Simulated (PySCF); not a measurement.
# 4h-pyran: NMR shifts and spin-spin couplings

Wanted: the NMR shifts and spin-spin couplings of 4h-pyran (`C1=COC=CC1`), by calculation.

Computed with PySCF 2.14.0, with density-fitted response routines of our own, on a single molecule in the gas phase. Atoms count from 0, in the outputs and in this text.

## 1. Starting geometry

12 atoms, charge 0, multiplicity 1; geometry from: GFN2-xTB.

Bonds of the start (Å): C0–C1 1.32, C1–O2 1.37, O2–C3 1.37, C3–C4 1.32, C4–C5 1.50, C5–C0 1.50, C0–H6 1.08, C1–H7 1.08, C3–H8 1.08, C4–H9 1.08, C5–H10 1.10, C5–H11 1.10.

## 2. NMR shieldings: PBE0/pcSseg-1

Job settings and geometry (Å):

```
{"job": {"kind": "nmr", "xc": "PBE0", "basis": "pcSseg-1"}, "charge": 0, "multiplicity": 1}
C      1.029614    -0.719551    -0.135649
C      1.440671     0.500808     0.169203
O      0.626363     1.573554     0.393600
C     -0.712532     1.328332     0.286261
C     -1.253117     0.157400    -0.010002
C     -0.425773    -1.070027    -0.271740
H      1.751003    -1.504029    -0.295358
H      2.479213     0.777342     0.274155
H     -1.284326     2.224153     0.477675
H     -2.324775     0.061577    -0.070719
H     -0.631707    -1.461876    -1.276894
H     -0.693437    -1.868369     0.433441
```

Level: GIAO PBE0/pcSseg-1 NMR shielding, non-relativistic, gas phase.

**Question.** This job is followed by: B3LYP/pcJ-1 indirect spin-spin coupling, non-relativistic, gas phase. Predict these results of the whole session: ¹³C shifts against TMS (PBE0/pcSseg-1, means over atoms taken as alike); ¹H shifts against TMS (PBE0/pcSseg-1, means over atoms taken as alike); ¹⁷O shifts against H2O (PBE0/pcSseg-1); largest coupling of the table (B3LYP/pcJ-1).

The runs gave:

| quantity | value |
| --- | --- |
| ¹³C shifts against TMS (PBE0/pcSseg-1, means over atoms taken as alike) | 148.4, 106.6, 24.5 ppm |
| ¹H shifts against TMS (PBE0/pcSseg-1, means over atoms taken as alike) | 6.41, 4.77, 2.99 ppm |
| ¹⁷O shifts against H2O (PBE0/pcSseg-1) | 161.7 ppm |
| largest coupling of the table (B3LYP/pcJ-1) | ¹J(C,H) C1–H7, 195.9 Hz |

What this shows: The most deshielded carbon is C1, C3 (mean) (alkene carbon bearing oxygen), at 148.4 ppm: an sp2 carbon further deshielded by the attached heteroatom. The most deshielded hydrogen is H7, H8 (mean) (hydrogen on an alkene carbon bearing oxygen), at 6.41 ppm: olefinic region. At PBE0/pcSseg-1: The widest tensor belongs to O2: span 293 ppm, with a paramagnetic part of -221 ppm. In the run at B3LYP/pcJ-1, the largest coupling of the table is C1–H7 (mean over like pairs), 195.9 Hz, of which the Fermi-contact term gives 195.0 Hz. Couplings across rotatable bonds belong to this one conformer; where others are populated, the observed values are averages.
